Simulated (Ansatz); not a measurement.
Match the barriers

Saddle point of CH5BS, closed shell (CH₅BS ([CH3][BH][SH]) → CH₃B ([BH][CH2]) + H₂S (still joined by a long B–S bond); bonds formed: S2–H4; bonds broken: C3–H4; bonds weakened to dative contacts: B1–S2), PBE0-D4/def2-TZVP structure:

```tsv
atom	x (Å)	y (Å)	z (Å)
B1	-0.6866	0.3745	-0.0334
S2	-0.4557	-0.9496	1.5196
C3	0.3974	0.3865	-0.9571
H4	0.3962	0.1492	1.1105
H5	-1.6248	1.0551	0.2282
H6	0.3050	-1.8306	0.8475
H7	0.4374	1.1249	-1.7531
H8	1.2311	-0.3100	-0.9622
```

Ansatz 0.2.0; basis: def2-TZVPP, with def2-QZVPP for the basis limit; cores frozen in the correlated methods. Extrapolation: Hartree–Fock as exp(−7.88 √X), correlation as X^−2.97. Four methods, as single points on the PBE0-D4 structures, gave these electronic barriers from the start structure: 60.13, 66.00, 68.72, 83.67 kcal/mol.

(1) The methods were, in alphabetical order, HF, MP2, r2SCAN-D4, SPW92. Which gave which? (A judgement: the text doesn't fix the answer.)

No T1 diagnostic of these runs exceeds 0.014.

Answers

(1) Computed: SPW92 60.13; r2SCAN-D4 66.00; MP2 68.72; HF 83.67 kcal/mol. For comparison, CCSD(T) at an estimated basis limit (MP2 extrapolated from triple and quadruple zeta, plus CCSD(T) − MP2 in triple zeta) gives 68.66 kcal/mol.

Labels in which every atom is bracketed show which atoms are joined, not bond orders.

For scale, one of the runs: CCSD(T)/def2-TZVPP, 174 basis functions, launched by `ansatz run in.yaml --threads 2 --pin off --events-out ev --progress --plain --max-ram 4352MiB`. Hardware: 2 CPU threads of an Arm Neoverse V1, shared host. Wall time 28 s; peak host memory 1.5 GiB.
